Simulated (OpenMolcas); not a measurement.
# Exact exchange and the dipole moment of NaSH

NaSH: 3 atoms, total charge 0, spin state singlet. As SMILES, `[Na][SH]`. The shape is that of a PBE0-D4/def2-TZVP optimisation.

The dipole moment y, in D, basis def2-TZVPPD; a is the functional's share of exact exchange. Programs: OpenMolcas 26.06.

| functional | program | a | y (D) |
| --- | --- | --- | --- |
| revPBE | OpenMolcas | 0 | 7.90 |
| BLYP | OpenMolcas | 0 | 7.68 |
| B3LYP | OpenMolcas | 0.2 | 8.12 |
| PBE0 | OpenMolcas | 0.25 | ? |
| BHLYP | OpenMolcas | 0.5 | 8.51 |

Task: Fit y = c + s·a to the known rows and predict PBE0.

Result: 
1. Means of the 4 rows: a = 0.1750, y = 8.053.
2. Σ(Δa)² = 0.1675, Σ(Δa·Δy) = 0.24225, so the slope is 0.24225/0.1675 = 1.4463.
3. Intercept: 8.053 − (1.4463) × 0.1750 = 7.800. The largest residual of the fit is 0.12.
4. PBE0: 7.800 + (1.4463) × 0.25 = 8.16 D.

The run gave 8.33 D, so the prediction is off by -0.17 D, about the scatter of the fit. More exact exchange makes the molecule more polar here. The rows mix families of semi-local functionals, which the line can't see.
